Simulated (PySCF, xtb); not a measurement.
Protons, H atoms and electrons added to or taken from C1CCOC1. Gas-phase values, no solvent. One relaxed conformer stands for each flexible species; it need not be the lowest. Strings in code marks are SMILES.

Quantity: bond dissociation enthalpy (X–H) at 298 K, in eV. Thermal and zero-point terms are GFN2-xTB rigid-rotor harmonic values (xtb).

Level: PBE-D3(BJ)/def2-TZVP // PBE0-D4/def2-TZVP (PySCF).

```
species           E (Ha)  H(298 K) − E (Ha)
------------  ----------  -----------------
`C1CCOC1`     -232.24674            0.11988
`O1C[CH]CC1`  -231.58691            0.10453
H atom          -0.49964            0.00236
```

Work out the bond dissociation enthalpy (X–H) at 298 K.

H = E + (H − E) for each species, with 5/2 RT for the lone particle. The enthalpy of the separated products less that of the bound species is 0.14720 Ha, or 4.01 eV.
